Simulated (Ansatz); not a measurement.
# Antifluorite Mg2Sn: bulk modulus by level of theory

No measured value is used here.

| level (code) | value (GPa) | cell (Å³/atom) |
|---|---|---|
| LDA (Ansatz) | 46.8 | 24.65 |
| PBE (Ansatz) | 40.4 | 26.38 |
| PBEsol+SOC (Ansatz) | (withheld) | 25.57 |
| revPBE (Ansatz) | 38.4 | 27.01 |
| PBEsol-D3(BJ) (Ansatz) | (withheld) | 24.53 |
| rVV10 (Ansatz) | (withheld) | 26.58 |
| B3LYP (VWN-RPA form) (Ansatz) | 42.5 | 26.28 |
| PBE0 (Ansatz) | 46.1 | 25.76 |
| Hartree–Fock (Ansatz) | 44.7 | 27.23 |

Problem. Some entries are withheld; supply them.

Solution. 
- PBEsol+SOC (Ansatz, a first-principles code), value (GPa): 43.3
- PBEsol-D3(BJ) (Ansatz), value (GPa): 48.1
- rVV10 (Ansatz), value (GPa): 39.3

Each level is taken at its own relaxed cell. Cutoffs and k meshes differ between the levels. Ansatz's density-functional and Hartree–Fock values are scalar-relativistic unless marked +SOC, with PAW data made under PBE.
